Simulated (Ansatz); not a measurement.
Litharge PbO, treated with LDA (Ansatz, a program for electronic structure, plane waves, PAW).

Settings: plane-wave cutoff 520 eV, 8×8×8 k mesh, Fermi–Dirac smearing 0.01 eV, scalar-relativistic PAW data made under PBE.

Cell (measured lattice):

```cif
data_O2Pb2
_chemical_formula_sum 'Pb2 O2'
_space_group_name_H-M_alt 'P 1'
_space_group_IT_number 1
_cell_length_a 3.97500
_cell_length_b 3.97500
_cell_length_c 5.02300
_cell_angle_alpha 90.000
_cell_angle_beta 90.000
_cell_angle_gamma 90.000
loop_
_space_group_symop_operation_xyz
  'x, y, z'
loop_
_atom_site_label
_atom_site_type_symbol
_atom_site_fract_x
_atom_site_fract_y
_atom_site_fract_z
_atom_site_occupancy
Pb1 Pb 0.50000 0.00000 0.76320 1
Pb2 Pb 0.00000 0.50000 0.23680 1
O1 O 0.50000 0.50000 0.00000 1
O2 O 0.00000 0.00000 0.00000 1
```

Problem. Predict the band gap, smallest direct gap on the k points sampled and Γ–Γ gap.

Solution. 
- band gap = 1.16 eV
- smallest direct gap on the k points sampled = 2.18 eV
- Γ–Γ gap = 2.34 eV

Note: cell and atoms aren't relaxed at this level (largest force component 0.32 eV/Å, pressure -2.3 GPa).

Spin–orbit coupling is not included; with these elements it can move the gap by several tenths of an eV or more.

The computed numbers hold no vibrational or temperature effects.
